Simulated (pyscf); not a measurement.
A first-order saddle from PySCF, ωB97X-D3(BJ)/def2-SVP:

```xyz
12

N      0.3425     1.3718     0.8624
Al    -0.9443     0.0964     0.2557
N     -0.3535    -1.4226    -0.4747
N     -2.4711     0.8752    -0.2398
H      1.3249     1.2658     0.6128
H      0.1298     2.3603     0.9876
H      0.0251    -2.2076     0.0433
H     -0.4626    -1.6731    -1.4513
H     -2.6752     1.8669    -0.1861
H     -3.3143     0.3671    -0.4845
H     -0.1259     0.5028     1.8437
H     -0.7461    -0.2703     2.0632
```
Charge 0, spin multiplicity 1.

Surface: singlet, charge 0. Lowest wavenumbers (cm⁻¹): 1268i, 167, 190, 210, 269.

What reaction is this the transition state of?

`[NH2][Al]([NH2])[NH2]` + `[H][H]` ⇌ `[NH3]` + `[NH2][AlH][NH2]`, a four-centre exchange read from left to right: Al–N, H–H broken and H–N, Al–H formed. At ωB97M-D3(BJ)/def2-TZVP it lies +94.1 kJ/mol from the left side and +39.5 kJ/mol from the right (each side as separated species at their lowest minima found). On the product side the descent ends in an adduct with a Al–N contact, 94.1 kJ/mol under the separated species and 129.0 kJ/mol under the saddle at ωB97X-D3(BJ)/def2-TZVP. What is counted as broken (Al–N) persists as a longer contact in the product adduct; parting that adduct is a step of its own. At the saddle there is also a short Al–H contact that neither side keeps. This is the saddle that the search found; another between the same sides may lie lower.
